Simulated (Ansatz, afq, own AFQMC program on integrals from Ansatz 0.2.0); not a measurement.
# Ge2H3, quartet: AFQMC among the cluster methods

```xyz
5

Ge   -0.0020    0.0000    1.2075
Ge   -0.0014    0.0000   -1.2815
H     1.5002    0.0000    1.5882
H    -0.6286    1.2435    1.8741
H    -0.6287   -1.2435    1.8741
```

Connectivity, by distances: GeH3–Ge.

Basis cc-pVDZ. Noble-gas cores (and the filled d shells of Ga–Kr and In–Xe) are frozen. AFQMC by an in-house program on the Cholesky factors that Ansatz 0.2.0 writes for its CCSD(T) run. The CISD trial takes its coefficients from CCSD amplitudes. Released means that phaseless walkers are propagated on without the constraint, phases kept. Error bars are statistical, one sigma. No spin–orbit coupling.

Determinant: UHF, the one that the program's search chose, which needn't be the lowest solution. The geometry is a PBE0/def2-TZVP stationary point of this or a neighbouring charge and spin state.

No full CI on the walks' own integrals is used here. The released AFQMC energy serves as the reference, which it does only where one determinant dominates, the energy is flat over the last release times and near the phaseless one (40 meV or 2 meV an electron, half that with transition metals). On small molecules, where full CI could be run and the noise was under 10 meV, such values lay within 10 meV of it in 19 cases of 20, a flattering rate, since the rule was set on those same cases; what remains of the bias isn't in the error bar.

Cautions: no relativity below Rb; no spin-orbit coupling; inner d shell frozen; another spin lies lower (by 1.04 eV); the released value is read at 1.50 1/Eh with a noise of 11 meV, more than in the cases checked (meV from the phaseless value at times in 1/Eh: -6 ± 11 at 0.24, -4 ± 9 at 0.50, -16 ± 8 at 1.00, 3 ± 11 at 1.50).

The T1 diagnostic is 0.0200. The weight of the determinant in the CISD state is 0.879, the ⟨S²⟩ of the determinant is 3.757 and the size of the correlated space is 11 electrons in 41 orbitals.

```
  level  correlation energy (eV)
    MP2                  -3.9097
   CCSD                  -4.9239
CCSD(T)                  -5.0501
```

Estimate where AFQMC with the constraint released lies against CCSD(T) on the same integrals.

2.6 ± 1.1 kJ/mol below CCSD(T).

Reference: AFQMC with the constraint released, correlation energy -5.077 ± 0.011 eV.

```tsv
level	E − E(reference) (kJ/mol)	share of correlation (%)
CCSD(T)	2.6 ± 1.1	99.46
ph-AFQMC/CISD	-0.3 ± 1.4	100.06
```

A walk keeps the symmetry of its determinant, which the program's search chose and which needn't be the lowest solution, so a lower state of the same spin and another symmetry isn't excluded. Released energies are given only where the last usable release times agree within the noise; a slower fall can still hide under it.
